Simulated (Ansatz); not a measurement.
# SiH3 (doublet): the correlation ladder at distance H1–H2 along a hydrogen transfer = 0.693 Å, cc-pVDZ

Aim: climb from Hartree-Fock through coupled cluster and multireference methods for SiH3 (doublet) at one geometry and basis, and see what each rung misses.

Method: cc-pVDZ, core rule «outside noble gas», up to 5 orbitals frozen; program: Ansatz 0.2.0, Gaussian basis.

Plan: UHF; CCSD(T) on ROHF; CCSD(T) on UHF; BCCD(T) on ROHF; CISD; CCSDT(Q) on ROHF; CCSDT(Q) on UHF; CCSDTQ on ROHF; CCSDTQ on UHF; CASSCF and MRCISD+Q, 3 electrons in 3 orbitals; CASSCF and NEVPT2, 3 electrons in 3 orbitals; CASSCF and MRCISD+Q, 7 electrons in 7 orbitals; CASSCF and NEVPT2, 7 electrons in 7 orbitals; Full CI.

### Step 1. What is computed

The geometry derives from fragments relaxed apart (PBE0/def2-TZVP) and kept rigid, so it is no stationary point. A hydrogen atom is moved between rigid fragments.

4 atoms, charge 0, spin multiplicity 2.

Atoms are counted from 1 here; the program's logs count them from 0.

Bond lengths: H1–H2 0.693 Å, Si3–H4 1.532 Å.

Coordinates:

```xyz
4
H3Si
H    -2.39574    0.04794    0.00000
H    -1.70274    0.04794    0.00000
Si    0.12826    0.04794    0.00000
H     0.52469   -1.43158    0.00000
```

### Step 2. UHF

File in.yaml:

```yaml
crystal:
  periodic: [false, false, false]
  atoms:
    - {symbol: H, position_ang: [-2.395743, 0.047936, 0.000000]}
    - {symbol: H, position_ang: [-1.702743, 0.047936, 0.000000]}
    - {symbol: Si, position_ang: [0.128257, 0.047936, 0.000000]}
    - {symbol: H, position_ang: [0.524692, -1.431577, 0.000000]}
basis:
  gaussian: {orbitals: cc-pVDZ}
magnetization: {spin_polarized: true, initial_magnetization: 1}
hamiltonian: {xc: hf}
output: {orbitals: {seedname: orbitals}}
```

The run is started by

```console
ansatz run in.yaml --threads 1 --pin off --events-out ev --progress --plain --max-ram 4096MiB --backend cpu
```

Further steps of the session: CCSD(T) on ROHF; CCSD(T) on UHF; BCCD(T) on ROHF; CISD; CCSDT(Q) on ROHF; CCSDT(Q) on UHF; CCSDTQ on ROHF; CCSDTQ on UHF; CASSCF and MRCISD+Q, 3 electrons in 3 orbitals; CASSCF and NEVPT2, 3 electrons in 3 orbitals; CASSCF and MRCISD+Q, 7 electrons in 7 orbitals; CASSCF and NEVPT2, 7 electrons in 7 orbitals; Full CI.

Q: Predict the results of all the runs planned. Wanted: FCI below the RHF energy; RMP2 from FCI; UMP2 from FCI; RCCSD from FCI; RCCSD(T) from FCI; UCCSD(T) from FCI; RCCSDT(Q) from FCI; UCCSDT(Q) from FCI; MRCISD+Q pair from FCI.

The runs gave:

| quantity | value |
| --- | --- |
| FCI below the RHF energy | -3.6847 eV |
| RMP2 from FCI | +920.9 meV |
| UMP2 from FCI | +939.5 meV |
| RCCSD from FCI | +87.9 meV |
| RCCSD(T) from FCI | +20.8 meV |
| UCCSD(T) from FCI | +20.6 meV |
| RCCSDT(Q) from FCI | +0.4 meV |
| UCCSDT(Q) from FCI | +0.3 meV |
| MRCISD+Q pair from FCI | -34.4 meV |
| NEVPT2 valence from FCI | +731.9 meV |
| MRCISD+Q valence from FCI | +17.3 meV |
| levels within 1 kcal/mol (43 meV) | RCCSD(T), UCCSD(T), BCCD(T), RCCSDT, UCCSDT, RCCSDT(Q), UCCSDT(Q), RCCSDTQ, UCCSDTQ, MRCISD+Q pair, MRCISD+Q valence |
| T1 diagnostic | 0.019 |
| effectively unpaired electrons | 1.07 |

What this shows: RCCSD(T) lands +20.8 meV from the yardstick (0.6 % of the correlation energy). MRCISD+Q pair falls below full CI: the +Q correction isn't variational, and the cores differ from full CI's. One determinant dominates. Of the multireference levels listed MRCISD+Q valence comes nearest in total energy (+17.3 meV), which doesn't show that its space is the better one. These misses are within one basis, not against nature; the frozen cores of restricted and unrestricted runs differ, which can shift their rows.
